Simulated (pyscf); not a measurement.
Structures and frequencies: ωB97X-D3(BJ)/def2-SVP in PySCF.

For the elementary gas-phase step SnH₂ [singlet] + H₂S -> HS–SnH₃ (singlet surface; H–S broken, S–Sn, H–Sn formed), what barrier and reaction energy does r²SCAN/def2-TZVP give, measured from the separated reactants?

ΔE‡ = 24.4 kJ/mol, ΔE = -142.9 kJ/mol. CCSD(T)/def2-TZVPP + ΔMP2(QZVPP) gives 52.7 kJ/mol and -137.9 kJ/mol. Zero-point energy shifts the barrier by +5.2 kJ/mol. It is an insertion, with an imaginary mode of 1219i cm⁻¹. On the reactant side the descent ends in an adduct with a S–Sn contact, 67.2 kJ/mol under the separated species and 121.2 kJ/mol under the saddle at ωB97X-D3(BJ)/def2-TZVP. What is counted as formed (S–Sn) is already present as a longer contact in the reactant adduct; forming that adduct is a step of its own. The same reactants have a lower exit, to HS–SnH: [singlet] + H₂ (barrier +8.0 kJ/mol at ωB97M-D3(BJ), against +72.4 kJ/mol here). One saddle was located; it need not be the lowest between these sides. The CCSD(T) − MP2 part came from Ansatz, without density fitting, on the same reference. The frozen core leaves the outer d or s,p core shells of the metals and heavy elements correlated in the MP2 and CC values, and def2-TZVPP describes them poorly, which can shift differences by a few kcal/mol. Elements past Kr carry the def2 core potentials, without spin-orbit coupling.
